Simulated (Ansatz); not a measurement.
# Multireference treatment of CH2S, singlet

Program: Ansatz, Gaussian basis, development build. Basis cc-pVDZ, nonrelativistic, 6 orbitals frozen in the corrections. State-specific CASSCF; RHF is the lowest restricted (open-shell) Hartree–Fock solution met. No symmetry is imposed, so a solution can break that of the shape. No proof that the lowest CASSCF solution was found.

Geometry:

```xyz
4

C     0.0000    0.0000   -1.0216
S     0.0000    0.0000    0.5847
H     0.0000   -0.9297   -1.6128
H     0.0000    0.9297   -1.6128
```

Q: What do CASSCF and its corrections give against RHF in CAS(4,3), and what are the occupations?

A: CASSCF -0.829 eV, SC-NEVPT2 -7.317 eV; occupations 2.00, 1.89, 0.11.
